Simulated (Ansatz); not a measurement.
**Methylamine (CH₅N): taking an electron away**

The task here is to estimate one member of a computed series from the others.

Program: Ansatz 0.2.0, Gaussian basis. Level of theory: unrestricted cation, the program's frozen cores in correlated methods. These are calculated values, not measurements.

Levels to be run: UKS PBE-D4/def2-TZVPP; UKS r2SCAN-D4/def2-TZVPP; UKS PBE0-D4/def2-TZVPP; UKS B3LYP-D4/def2-TZVPP; UKS wB97X-V/def2-TZVPP; UKS wB97M-V/def2-TZVPP; UKS B2PLYP/def2-TZVPP; UHF-CCSD(T)/def2-TZVPP; UHF-MP2/def2-QZVPP; extrapolation to the limit; then −ε(HOMO) from the neutral's earlier runs with LDA (SPW92), PBE-D4, revPBE-D4, BLYP-D4, r2SCAN-D4, B97M-V, PBE0-D4, B3LYP-D4, r2SCANh-D4, r2SCAN0-D4, HSE06-D4, BHLYP-D4, CAM-B3LYP-D4, LC-ωPBE, ωB97X-V, ωB97M-V.

2 further runs of the same task are left out: 2 that didn't finish.

### Structure used throughout

All runs share one geometry, relaxed beforehand with PBE0-D4 in a triple-zeta def2 set.

SMILES `CN`, 7 atoms, charge 0, spin multiplicity 1.

Atoms are counted from 1 here; the program's logs count them from 0.

Bond lengths: C1–N2 1.453 Å, C1–H3 1.100 Å, C1–H4 1.092 Å, C1–H5 1.092 Å, N2–H6 1.012 Å, N2–H7 1.012 Å. Angles: N2–C1–H3 115.4°, N2–C1–H4 109.4°, N2–C1–H5 109.4°, H3–C1–H4 107.7°, H3–C1–H5 107.7°, H4–C1–H5 106.9°, C1–N2–H6 110.6°, C1–N2–H7 110.6°, H6–N2–H7 106.7°.

The first run:

in.yaml

```yaml
crystal:
  periodic: [false, false, false]
  atoms:
    - {symbol: C, position_ang: [-0.473792, -0.138414, -0.281476]}
    - {symbol: N, position_ang: [0.801602, 0.390940, 0.170483]}
    - {symbol: H, position_ang: [-0.984446, -0.806354, 0.427507]}
    - {symbol: H, position_ang: [-0.327168, -0.690688, -1.212464]}
    - {symbol: H, position_ang: [-1.150545, 0.689292, -0.505452]}
    - {symbol: H, position_ang: [1.448009, -0.360593, 0.373534]}
    - {symbol: H, position_ang: [0.686340, 0.915816, 1.027857]}
basis:
  gaussian: {orbitals: def2-TZVPP}
total_charge: 1
magnetization: {spin_polarized: true, initial_magnetization: 1}
hamiltonian: {xc: pbe, dispersion: d4}
```

Among the steps run: Cation, UKS PBE-D4/def2-TZVPP; Cation, UKS r2SCAN-D4/def2-TZVPP; Cation, UKS PBE0-D4/def2-TZVPP; Cation, UKS B3LYP-D4/def2-TZVPP; Cation, UKS wB97X-V/def2-TZVPP; Cation, UKS wB97M-V/def2-TZVPP; Cation, UKS B2PLYP (frozen core)/def2-TZVPP; Cation, UHF-CCSD(T)/def2-TZVPP; Cation, UHF-MP2/def2-QZVPP.

One of the session's tables, all rows but one given; the rest of the session is left out.

For comparison, −ε(HOMO) of the neutral from earlier runs:

| functional | −ε(HOMO) (eV) |
| --- | --- |
| LDA (SPW92) | 5.35 |
| PBE-D4 | ? |
| revPBE-D4 | 5.23 |
| BLYP-D4 | 5.19 |
| r2SCAN-D4 | 5.58 |
| B97M-V | 5.75 |
| PBE0-D4 | 6.79 |
| B3LYP-D4 | 6.56 |
| r2SCANh-D4 | 6.15 |
| r2SCAN0-D4 | 7.01 |
| HSE06-D4 | 6.38 |
| BHLYP-D4 | 8.26 |
| CAM-B3LYP-D4 | 8.27 |
| LC-ωPBE | 9.67 |
| ωB97X-V | 9.31 |
| ωB97M-V | 9.22 |

Q: Estimate the row for PBE-D4 from the others.

As computed: −ε(HOMO) (eV): 5.27. In the column «−ε(HOMO) (eV)» it lies between revPBE-D4 (5.23) and LDA (SPW92) (5.35).

Limits of these values: The cation may have settled in a state other than its lowest; no search over hole states beyond the program's own was made.
